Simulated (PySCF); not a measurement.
**Broadened absorption spectrum of 2-cyclopropen-1-one**

Compound: 2-cyclopropen-1-one, C3H2O.
Geometry (GFN2-xTB, Å), atoms numbered from 1 in this order:
```xyz
6
C3H2O angstrom
O      2.019   -0.274    0.064
C      0.841   -0.114    0.024
C     -0.500   -0.612   -0.032
C     -0.319    0.724   -0.003
H     -1.226   -1.394   -0.070
H     -0.811    1.671   -0.006
```

Method: TDDFT B3LYP/def2-SVPD, vertical, gas phase, core orbitals frozen in the response (PySCF 2.14.0, density-fitted response routines).

Computed states:

| state | E (eV) | f |
| --- | --- | --- |
| S1 | 4.00 | 0.0003 |
| S2 | 5.60 | 0.0000 |
| S3 | 6.32 | 0.0044 |
| S4 | 6.54 | 0.051 |
| S5 | 7.01 | 0.023 |
| S6 | 7.09 | 0.0066 |
| S7 | 7.61 | 0.0000 |
| S8 | 8.13 | 0.014 |

Broadening: Gaussians 0.25 eV wide at half height, area fixed by f = 4.319×10⁻⁹ ∫ε dν̃. The width is an assumption, not a result. The curve ends short of the highest state used, and states not computed would add to its high-energy end.

Question: Give the broadened spectrum and its maxima.

Answer: 
```csv
E (eV),ε (L mol⁻¹ cm⁻¹)
3.62,0
3.71,1
3.80,5
3.89,16
3.99,27
4.08,20
4.17,7
4.26,1
4.35,0
4.44,0
4.53,0
4.62,0
4.71,0
4.80,0
4.89,0
4.99,0
5.08,0
5.17,0
5.26,0
5.35,0
5.44,0
5.53,0
5.62,0
5.71,0
5.80,0
5.89,0
5.98,3
6.08,35
6.17,183
6.26,592
6.35,1671
6.44,3963
6.53,5602
6.62,4040
6.71,1472
6.80,584
6.89,1378
6.98,2754
7.08,2749
7.17,1381
7.26,368
7.35,52
7.44,4
7.53,0
```

Maxima: 310 nm (4.00 eV), ε about 27, made up of S1 (100%); 190 nm (6.53 eV), ε about 5600, made up of S4 (99%); 176 nm (7.03 eV), ε about 3000, made up of S5 (80%) and S6 (20%) (ε in L mol⁻¹ cm⁻¹; maxima over ε = 5, shares over 10%).

Question: What would ε be at 6.53 eV, the highest of these maxima, with half the width (0.125 eV)?

Answer: About 11000 L mol⁻¹ cm⁻¹ against 5600, a factor of about 1.97; a lone state at its own centre would give exactly 2.

Question: On this curve, what absorbance would a 10⁻⁴ mol/L sample give at 308 nm over a 1 cm path?

Answer: 308 nm is 4.025 eV, where ε is about 26 L mol⁻¹ cm⁻¹, so A = ε c l ≈ 0.0026 (Beer–Lambert, with the gas-phase spectrum and the assumed width).

Question: Coming from long wavelengths, where does ε first pass 100 L mol⁻¹ cm⁻¹?

Answer: At about 202 nm (6.14 eV), 2.14 eV above S1.

On one thread of an Arm Neoverse V1, no GPU, shared host, this took 4.5 s.
